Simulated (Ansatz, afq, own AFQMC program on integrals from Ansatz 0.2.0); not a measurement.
# Where AFQMC and coupled cluster stand for AlBH2, singlet

```xyz
4

B     0.0000   -0.2643    1.4233
Al    0.0000    0.1265   -0.5942
H     0.0000    0.3584    2.4458
H     0.0000   -0.9107   -1.8060
```

Connectivity, by distances: BH–AlH.

Basis cc-pVDZ. Only valence electrons are correlated. Integrals, coupled cluster, full CI and functionals: Ansatz 0.2.0; the random walks run on the same integrals in our own AFQMC program. The CISD trial takes its coefficients from CCSD amplitudes. Released means that phaseless walkers are propagated on without the constraint, phases kept. Free AFQMC starts from the CCSD state and is never constrained. Its projection time is finite, and what remains of the start isn't in its error. Error bars are statistical, one sigma.

Determinant: RHF, the one that the program's search chose, which needn't be the lowest solution. The geometry is a point of a scan.

No full CI on the walks' own integrals is used here; CCSDT(Q) serves as the reference and is uncertain by about the last step of the cluster series.

Cautions: higher spins were not checked; restricted determinant unstable towards unrestricted (UHF 634 meV lower, ⟨S²⟩ 0.83); strong correlation (T1 0.026, weight of the determinant 0.83, largest double 0.24).

```
T1 diagnostic                               : 0.0262
weight of the determinant in the CISD state : 0.832
size of the correlated space                : 8 electrons in 36 orbitals
```

```tsv
level	correlation energy (eV)
MP2	-3.6753
CCSD	-4.7575
CCSD(T)	-4.9603
```

Q: Estimate where phaseless AFQMC with a CISD trial lies against CCSD(T) on the same integrals.

A: 67.5 ± 16.9 meV below CCSD(T).

Reference: CCSDT(Q), correlation energy -5.018 eV. The released energy is read at 2.40 1/Eh (meV from the phaseless value at times in 1/Eh: 7 ± 16 at 0.24, 4 ± 11 at 0.51, 18 ± 13 at 0.99, -2 ± 19 at 1.62, -18 ± 16 at 2.40).

```tsv
level	E − E(reference) (meV)	share of correlation (%)
CCSD(T)	57.6	98.85
CCSDT	15.7	99.69
ph-AFQMC/CISD	-9.9 ± 16.9	100.20
released AFQMC	-28.4 ± 15.7	100.57
free AFQMC	-14.3 ± 22.3	100.28
```

Free projections are given only where their last times agree within the noise and don't stop above the reference; a slow remainder of the start can still hide under it. A walk keeps the symmetry of its determinant, which the program's search chose and which needn't be the lowest solution, so a lower state of the same spin and another symmetry isn't excluded. Released energies are given only where the last usable release times agree within the noise; a slower fall can still hide under it.
